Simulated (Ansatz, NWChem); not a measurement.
The same job for Ansatz

NWChem 7.3.0 runs this on CH2F2 (difluoromethane):

work.nw:
```
start work
title "CH2F2 gradient"
memory total 2200 mb

geometry units angstroms noautosym nocenter noautoz
  F     -1.073300     0.191200     0.698300
  C      0.010100    -0.016900    -0.082300
  F      1.090500    -0.179200     0.713200
  H     -0.142700    -0.932900    -0.659500
  H      0.165300     0.864200    -0.711100
end

basis spherical bse
  * library aug-cc-pVDZ
end

dft
  xc xpbe96 cpbe96
  grid xfine
  convergence energy 1e-08
  maxiter 100
  mulliken
  print low
end

task dft gradient
```

```bash
$ nwchem work.nw > work.out
```

The shape is that of a PBE0-D4/def2-TZVP optimisation.

It gives a total energy of -238.776777 Eh.

Problem. How is this level of theory, on these atoms, set up in Ansatz 0.2.0 as an input file of the program's own, asking for the energy?

Solution. One way, which was run:

run.yaml:
```yaml
crystal:
  periodic: [false, false, false]
  atoms:
    - {symbol: F, position_ang: [-1.073300, 0.191200, 0.698300]}
    - {symbol: C, position_ang: [0.010100, -0.016900, -0.082300]}
    - {symbol: F, position_ang: [1.090500, -0.179200, 0.713200]}
    - {symbol: H, position_ang: [-0.142700, -0.932900, -0.659500]}
    - {symbol: H, position_ang: [0.165300, 0.864200, -0.711100]}
basis:
  gaussian:
    orbitals: aug-cc-pVDZ
accuracy: high
hamiltonian:
  xc: {name: PBE}
output: {orbitals: {seedname: orbitals}}
```

```bash
$ ansatz run run.yaml --threads 1 --pin off --max-ram 3480MiB --events-out events.jsonl --progress --plain --runs-dir runs
```

Its energy is -238.776777 Eh, 0.000 mEh from the first.
